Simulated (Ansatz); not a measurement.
A made-up structure of C₂H₃S (charge +1), singlet:

```
6
angstrom
C -0.3250 -0.7070 -0.2646
C 0.1605 0.6051 0.0960
S 0.7108 -0.9888 0.9201
H -0.9924 -1.2448 -0.9307
H 0.9095 1.0845 -0.5296
H -0.8124 0.0654 -0.8025
```

It is relaxed with PBE-D4/def2-SVP and then PBE0-D4/def2-TZVP (Ansatz 0.2.0). Atoms count as bonded within 1.22 times the sum of their covalent radii (H–H: 0.88 Å). The end point is not checked to be a true minimum.

Task: Does its bonding change? (A judgement: the text doesn't fix the answer.)

Result: By the calculation: Yes. Formed: C2–H6; broken: C1–H6.

Where it ends: The first stage lowers the energy by 5.06 eV in 15 steps. It ends as C₂H₃S ([CH]1[CH2][S]1), total charge +1:
```json
{"atom": "C1", "x (Å)": "-0.1991", "y (Å)": "-0.9849", "z (Å)": "-0.4414"}
{"atom": "C2", "x (Å)": "-0.0045", "y (Å)": "0.4334", "z (Å)": "-0.2464"}
{"atom": "S3", "x (Å)": "0.4075", "y (Å)": "-0.8760", "z (Å)": "1.0337"}
{"atom": "H4", "x (Å)": "-0.5453", "y (Å)": "-1.7360", "z (Å)": "-1.1445"}
{"atom": "H5", "x (Å)": "0.8540", "y (Å)": "0.9190", "z (Å)": "-0.7038"}
{"atom": "H6", "x (Å)": "-0.8616", "y (Å)": "1.0587", "z (Å)": "-0.0088"}
```

Labels in which every atom is bracketed show which atoms are joined, not bond orders.

For scale, one of the runs: PBE0-D4/def2-TZVP relaxation, 117 basis functions, launched by `ansatz run in.yaml --threads 2 --pin off --events-out ev --progress --plain --max-ram 4352MiB`. The run took about 14 s on 2 CPU threads of an Arm Neoverse V1 (shared host).
